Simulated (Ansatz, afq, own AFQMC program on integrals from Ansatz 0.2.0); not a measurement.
Two steps: Ansatz 0.2.0 writes the Fock matrix and Cholesky factors of the valence space, and afq projects on them the lowest state that overlaps trial and start.

```yaml
crystal:
  periodic: [false, false, false]
  atoms:
    - {symbol: O, position_ang: [0.000000, 0.000000, 0.000000]}
    - {symbol: C, position_ang: [0.000000, 0.000000, 1.065000]}
basis:
  gaussian: {orbitals: 6-31G}
magnetization: {spin_polarized: true, initial_magnetization: 2}
correlation: {method: ccsd_t, electrons: outside_noble_gas, hamiltonian_folder: ham}
```

```sh
$ ansatz run in.yaml --threads 1 --pin off --events-out ev --progress --plain --max-ram 16896MiB --backend cuda --devices 0, --max-vram 18GiB
```

afq runs on the folder ham with

```
--method phaseless --trial cisd --walkers 10 --populations 1 --least-time 40 --time-step 0.0025 --steps-per-block 10 --equilibration-blocks 120 --max-blocks 800 --target-error 0.00076 --factor-cut 1e-05 --start determinant --seed 7330 --taylor-order 6
```

Times are imaginary, in 1/Eh. The walk had a cap of 60 s.

Output of the walk:

```
orbitals 16  electrons 6 4  factors 93 of 205
reference energy -112.44652049 Eh
CCSD correlation -0.16761596 Eh in 13 cycles, weight of the determinant in the CISD state 0.9179
energy of the start -112.614127 Eh
 block  time / (1/Eh)  mean weight  energy / Eh
     1     0.025  0.9987  -112.613771
     2     0.050  1.0002  -112.613225
     3     0.075  1.0003  -112.613199
     4     0.100  1.0005  -112.612853
     5     0.125  1.0002  -112.613297
     9     0.225  1.0019  -112.612541
    70     1.750  0.9999  -112.613187
   162     4.050  1.0024  -112.616315
   254     6.350  1.0002  -112.611325
   346     8.650  0.9974  -112.615631
   415    10.375  0.9995  -112.724964
   438    10.950  1.0001  -112.612172
   461    11.525  1.0016  -112.605635
   530    13.250  1.0013  -112.608605
   622    15.550  1.0015  -112.610366
   714    17.850  0.9982  -112.622881
   806    20.150  0.9999  -112.649884
   898    22.450  1.0017  -112.612379
blocks merged  error / Eh  count
     1  0.000567  800
     2  0.000779  400
     4  0.001063  200
     8  0.001427  100
    16  0.001949  50
    32  0.001998  25
    64  0.002073  12
energy -112.619314 +/- 0.001998 Eh
(rows thinned)
```

The run failed at least one of its tests; the cautions name the faults.

Against this walk (error 54.4 meV) on the same determinant: CCSD(T) 40.7 meV higher (within the noise), CCSDT(Q) 5.3 meV higher (within the noise), CCSDTQ 8.0 meV higher (within the noise), full CI 7.0 meV higher (within the noise), a separate phaseless walk with a CISD trial and standard settings 30.8 ± 54.5 meV higher (within the noise). The error is statistical and leaves out the bias of the constraint.

Cautions: constraint bias not in the error; error not settled; error above the target (54.4 against 20.7 meV); lower spins were not checked; unrestricted determinant slightly spin contaminated (⟨S²⟩ 2.08 against 2.00); the sampling time fell short of the least asked; so few walkers bias the energy.

The walk took 58 s on 1 × NVIDIA H100 80GB HBM3 with 2 threads of AMD EPYC 7R13 Processor (Zen 3), on a shared host (the card was shared). The log's last line is the phaseless energy.

CCSDT and higher add their correlation energy to the determinant of the CCSD(T) run, since their own runs factorise the integrals more tightly (a shift of under 2 meV). A walk keeps the symmetry of its determinant, which the program's search chose and which needn't be the lowest solution, so a lower state of the same spin and another symmetry isn't excluded.
